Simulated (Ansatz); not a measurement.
fcc Ir, treated with LDA in Ansatz (plane waves, PAW).

Run with plane-wave cutoff 500 eV, 20×20×1 k mesh (along the axes of the cell as run), Fermi–Dirac smearing 0.1 eV, scalar-relativistic PAW data made under PBE.

Task: Give the computed surface energy of the (100) face and work function of the (100) face.

Result: 
* **surface energy of the (100) face**: 3.49 J/m²
* **work function of the (100) face**: 5.90 eV

The slab of 8 atoms is relaxed and unreconstructed.

Spin–orbit coupling is not included.

Computed values are for the static lattice.

Ansatz is a first-principles code.
